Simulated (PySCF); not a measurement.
# SiH⁺: spin, charge, geometry and surroundings

One physical setting of the base script is moved in each run, with the edits that it forces.

The runs use PySCF 2.14.0; method and basis as typed in the scripts.

1 further run of the same task is left out (it didn't finish).

## Step 1: Where the work starts

SiH⁺: 2 atoms, charge 1, spin multiplicity 1.

Bond lengths: Si1–H2 1.535 Å.

## Step 2: Base script

input.py

```python
from pyscf import gto, scf, cc

mol = gto.M(
    atom='Si 0 0 0; H 0 0 1.535',
    basis='cc-pvtz-dk',
    charge=1,
    spin=0,
    verbose=4,
)
mf = scf.UHF(mol)
mf = mf.sfx2c1e()
mf = mf.density_fit(auxbasis='def2-universal-jkfit')
mf.kernel()
mycc = cc.CCSD(mf, frozen=5)
mycc.kernel()
mycc.ccsd_t()
mf.dip_moment()
print('orbital energies (hartree):', [e[max(0, n-3):n+3].round(4) for e, n in zip(mf.mo_energy, mol.nelec)])
```

On the command line:

```
$ python input.py
```

Its log is not repeated here.

In short: E(SCF) = -289.766478 Eh, 8 cycles, E(CCSD) − E(SCF) = -0.09228 Eh, (T) = -0.00162 Eh.

The bond length is a typed value, not an optimised one. The dipole of an ion depends on the origin.

## Step 3: Bond 1.489 Å

Edit 1 changes bond length: 1.535 Å → 1.489 Å.

input.py

```python
from pyscf import gto, scf, cc

mol = gto.M(
    atom='Si 0 0 0; H 0 0 1.489',
    basis='cc-pvtz-dk',
    charge=1,
    spin=0,
    verbose=4,
)
mf = scf.UHF(mol)
mf = mf.sfx2c1e()
mf = mf.density_fit(auxbasis='def2-universal-jkfit')
mf.kernel()
mycc = cc.CCSD(mf, frozen=5)
mycc.kernel()
mycc.ccsd_t()
mf.dip_moment()
print('orbital energies (hartree):', [e[max(0, n-3):n+3].round(4) for e, n in zip(mf.mo_energy, mol.nelec)])
```

On the command line:

```
$ python input.py
```

## Step 4: Bond 1.228 Å

Edit 2 changes bond length: 1.535 Å → 1.228 Å.

input.py: that of step 2 with these lines changed.

```diff
@@ -3,3 +3,3 @@
 mol = gto.M(
-    atom='Si 0 0 0; H 0 0 1.535',
+    atom='Si 0 0 0; H 0 0 1.228',
     basis='cc-pvtz-dk',
```

## Step 5: Bond 2.302 Å

Edit 3 changes bond length: 1.535 Å → 2.302 Å.

input.py: that of step 2 with these lines changed.

```diff
@@ -3,3 +3,3 @@
 mol = gto.M(
-    atom='Si 0 0 0; H 0 0 1.535',
+    atom='Si 0 0 0; H 0 0 2.302',
     basis='cc-pvtz-dk',
```

## Step 6: PCM, ε = 20.5

Edit 4 changes solvent: none (gas phase) → PCM, ε = 20.5; step after the SCF: ccsd(t) → analyze.

input.py

```python
from pyscf import gto, scf, solvent

mol = gto.M(
    atom='Si 0 0 0; H 0 0 1.535',
    basis='cc-pvtz-dk',
    charge=1,
    spin=0,
    verbose=4,
)
mf = scf.UHF(mol)
mf = mf.sfx2c1e()
mf = mf.density_fit(auxbasis='def2-universal-jkfit')
mf = solvent.PCM(mf)
mf.with_solvent.eps = 20.5
mf.kernel()
mf.analyze()
print('orbital energies (hartree):', [e[max(0, n-3):n+3].round(4) for e, n in zip(mf.mo_energy, mol.nelec)])
```

## Step 7: Triplet

Edit 5 changes spin (2S): 0 → 2.

input.py: that of step 2 with these lines changed.

```diff
@@ -6,3 +6,3 @@
     charge=1,
-    spin=0,
+    spin=2,
     verbose=4,
```

## Step 8: Charge +3

Edit 6 changes charge: 1 → 3.

input.py: that of step 2 with these lines changed.

```diff
@@ -5,3 +5,3 @@
     basis='cc-pvtz-dk',
-    charge=1,
+    charge=3,
     spin=0,
```

What does the calculation give? Wanted: for each run, E(SCF); from base; gap, α spin; after the SCF.

**Answer**, as computed:

```tsv
run	E(SCF) (hartree)	from base (eV)	cycles	gap, α spin (eV)	after the SCF
base	-289.766478	0	8	11.05	CCSD(T) correlation -2.555 eV, core frozen
bond 1.489 Å	-289.766835	-0.0097	8	11.12	CCSD(T) correlation -2.546 eV, core frozen
bond 1.228 Å	-289.729637	+1.0025	9	11.34	CCSD(T) correlation -2.531 eV, core frozen
bond 2.302 Å	-289.680965	+2.3269	10	8.88	CCSD(T) correlation -3.027 eV, core frozen
PCM, ε = 20.5	-289.869028	-2.7905	8	11.13	n/a
triplet	-289.708987	+1.5644	10	8.96	CCSD(T) correlation -1.860 eV, core frozen
charge +3	-288.075213	+46.0216	12	15.01	CCSD(T) correlation -1.239 eV, core frozen
```

In words: Of the runs whose energies can be compared, “PCM, ε = 20.5” moves the SCF energy most (-2.791 eV). A continuum solvent with ε = 20.5 lowers the energy by 2.791 eV, a large gain because the system is charged. The triplet solution found lies 1.56 eV above the base singlet at this geometry and level. With bond 2.302 Å the frontier gap moves by over 1.5 eV, which can mean another electronic state rather than the bond length alone.
